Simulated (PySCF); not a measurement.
# C2H5N (Aziridine): the cost of one run

Computed with PySCF 2.14.0, with density-fitted response routines of our own, on a single molecule in the gas phase. Atoms count from 0, in the outputs and in this text.

## (1) The molecule as given

8 atoms, charge 0, multiplicity 1; geometry from: MMFF94s. The atoms were then displaced at random by about 0.03 Å, so the start is not that level's minimum.

Bonds of the start (Å): C0–C1 1.57, C1–N2 1.46, N2–C0 1.60, C0–H3 1.11, C0–H4 1.05, C1–H5 1.06, C1–H6 1.07, N2–H7 1.03.

## (2) Optimising the geometry at PBE0-D3(BJ)/def2-SVP

What the job is given:

```
{"job": {"xc": "PBE0", "basis": "def2-SVP", "d3": "d3bj", "grid": 1, "shake": 0.03, "kind": "geom"}, "charge": 0, "multiplicity": 1}
C      0.855040    -0.144390     0.037790
C     -0.677010    -0.460540    -0.011220
N     -0.262410     0.811530    -0.592930
H      1.331570     0.254680     0.952690
H      1.456340    -0.578210    -0.700510
H     -0.990380    -1.181100    -0.726440
H     -1.203510    -0.400880     0.913150
H     -0.371410     1.613270     0.043780
```

Command:

```console
> OMP_NUM_THREADS=1 python probes_run.py task.json out
```

One launch serves the whole session: the jobs run in the order shown.

**Question.** How long does this first job take on 1 thread of Arm Neoverse V1, shared host, and how much memory does it need?

About 9.4 s, with a peak of 0.29 GiB.
